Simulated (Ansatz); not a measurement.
C3H4N2O, SMILES `Nc1ncco1`, relaxed with RKS PBE-D4/def2-SVP in Ansatz from a rough embedded geometry. The force threshold is 0.03 eV/Å; the program also tests the step.

The species carries charge 0 and has multiplicity 1.

Start:

```xyz
10

N     1.674    0.902    0.556
C     0.461    0.398    0.223
N    -0.600    1.019   -0.251
C    -1.473   -0.101   -0.506
C    -0.901   -1.226   -0.096
O     0.331   -0.963    0.345
H     2.421    0.275    0.578
H     1.817    1.796    0.193
H    -2.497    0.148   -0.923
H    -1.234   -2.249   -0.118
```

Q: How much energy does the relaxation release, and in how many steps? (An estimate is asked.)

A: The calculation gave: 7.45 kcal/mol, in 6 steps.

Q: Which bonds change most? (Best estimate.)

A: Ansatz gave: C5–O6 from 1.335 to 1.386 Å; N3–C4 from 1.443 to 1.391 Å; N1–H7 from 0.975 to 1.021 Å; N1–H8 from 0.975 to 1.021 Å.

Q: Give the relaxed structure. (An estimate is asked.)

A: Ansatz gave: 
```xyz
10

N     1.661    0.913    0.599
C     0.481    0.359    0.172
N    -0.567    0.975   -0.318
C    -1.492   -0.048   -0.497
C    -0.949   -1.242   -0.113
O     0.340   -0.986    0.329
H     2.482    0.306    0.557
H     1.815    1.861    0.255
H    -2.493    0.146   -0.901
H    -1.278   -2.284   -0.082
```
